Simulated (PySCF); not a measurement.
Molecule: SMILES C#CCC=O, C4H4O.

Bonds (- single, = double, # triple, : aromatic): C1#C2 1.211 Å, C2-C3 1.453 Å, C3-C4 1.521 Å, C4=O5 1.197 Å. C1 carries H6; C3 carries H7, H8; C4 carries H9.

Geometry PBE0-D3(BJ)/def2-SVP throughout; GIAO in PySCF 2.14.0 with density-fitted response routines, gas phase, one conformer, non-relativistic; equivalent atoms averaged; basis pcSseg-2.

For orientation, PBE gives these shifts δ (against TMS, H2O at the same level): C4 205.0, C1 77.9, C2 80.1, C3 39.8, O5 683.0, H9 10.17, H7/H8 3.16, H6 1.92 ppm.

A run gave: C4 201.4, C1 77.8, C2 78.7, C3 37.1, O5 666.8, H9 9.81, H7/H8 3.07, H6 2.03 ppm (shifts δ (against TMS, H2O at the same level)).

Which functional was used in that run?
A. B97-2
B. wB97X-D
C. BLYP
D. OPBE

## Answers

A. O5 tells them apart best: B97-2 gives 666.8, OPBE gives 654.9, wB97X-D gives 691.5, BLYP gives 678.9 ppm.
